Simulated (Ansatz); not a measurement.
Mulliken charges of C$_{3}$H$_{4}$S, SMILES `C#CSC` from PBE/def2-TZVPP in Ansatz (PBE0-D4/def2-TZVP geometry).

| atom | x (Å) | y (Å) | z (Å) | charge (e) |
| --- | --- | --- | --- | --- |
| C1 | 2.090 | -0.367 | 0.842 | -0.005 |
| C2 | 0.934 | -0.636 | 0.632 | -0.289 |
| S3 | -0.662 | -1.073 | 0.378 | -0.013 |
| C4 | -1.244 | 0.337 | -0.591 | -0.277 |
| H5 | 3.111 | -0.128 | 1.027 | 0.209 |
| H6 | -1.157 | 1.257 | -0.015 | 0.128 |
| H7 | -0.687 | 0.415 | -1.523 | 0.128 |
| H8 | -2.294 | 0.138 | -0.807 | 0.118 |

Q: By hand: the dipole of these point charges (1 e Å = 4.8032 D).

A: Σ q r = (0.216, 0.310, -0.106) e Å, of length 0.392 e Å = 1.88 D.

Q: How does the dipole of the full density compare? (An estimate is asked.)

A: Computed: (-0.122, 0.252, -0.179) e Å, 1.60 D; the point charges give 1.17 times that, at 57° from its direction.

Point charges leave out the atoms' own dipoles, such as those of lone pairs, and Mulliken's split depends on the basis, so the two needn't agree.
